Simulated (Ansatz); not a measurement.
`C/C=C(\N)Cl` → 3 C• + Cl• + 6 H• + N•  (atomization)

Gas-phase electronic energies from Ansatz, PBE0-D4/def2-TZVP geometries. CCSD(T)/CBS adds triple-zeta CCSD(T) − MP2 to the extrapolated MP2 energy (def2 sets, frozen cores). This one scheme is used for every species, atoms too. Functionals use def2-TZVPP. B3LYP here is the variant with VWN-RPA as its local correlation; programs differ in this. No spin–orbit coupling; open shells (•) take unrestricted orbitals. Spin–orbit coupling would lower the free atoms: a little for C, Cl. Each species was taken in one conformer, which may not be the lowest.

`C/C=C(\N)Cl`:

Z-matrix (Å, degrees):
```
C
C 1 1.493
H 1 1.092 2 110.7
H 1 1.096 2 112.4 3 119.7
H 1 1.095 2 112.3 3 -119.3
C 2 1.332 1 123.5 3 151.9
H 2 1.081 1 118.8 3 -30.0
Cl 6 1.734 2 120.5 1 -179.1
N 6 1.381 2 127.4 1 4.6
H 9 1.008 6 114.6 2 -146.8
H 9 1.009 6 114.0 2 -14.7
```

```tsv
level	ΔE (kcal/mol)	difference from CCSD(T)/CBS
PBE0-D4	1024.7	13.0
B3LYP-D4	1015.9	4.2
ωB97X-V	1015.3	3.6
ωB97M-V	1017.9	6.2
B2PLYP	1003.7	-8.0
PBE	1041.6	29.9
PBE0	1020.4	8.7
HF/def2-TZVPP	719.7	-292.0
MP2/def2-TZVPP	1003.1	-8.6
SCS-MP2/def2-TZVPP	996.8	-14.9
CCSD/def2-TZVPP	966.4	-45.3
CCSD(T)/def2-TZVPP	984.0	-27.7
MP2/def2-QZVPP	1019.3	7.6
SCS-MP2/def2-QZVPP	1015.1	3.4
HF/CBS(def2)	721.2	-290.5
MP2/CBS(def2)	1030.7	19.0
CCSD(T)/CBS	1011.7	0
```

Largest T1 diagnostic among the species: 0.010.

The D4 term adds +8.4 kcal/mol with B3LYP and +4.4 kcal/mol with PBE0; it sums over pairs of atoms, weighted by their polarisabilities, and B3LYP, whose exchange is more repulsive, gets the larger term. In def2-TZVPP, CCSD(T) changes the Hartree–Fock value by +264.3 kcal/mol (the triples alone add +17.6 kcal/mol) and MP2 by +283.4 kcal/mol; breaking electron pairs costs correlation energy, which Hartree–Fock lacks. From PBE to PBE0 (25 % exact exchange), in def2-TZVPP and without D4, ΔE moves by −21.2 kcal/mol: exact exchange takes away binding that semilocal exchange gives to molecules.

For atomizations the MP2-based limit and the directly extrapolated one differ by several kJ/mol either way, and by 10 to 25 for some Ge, Se and Sn compounds, so smaller differences from it don't rank the levels.
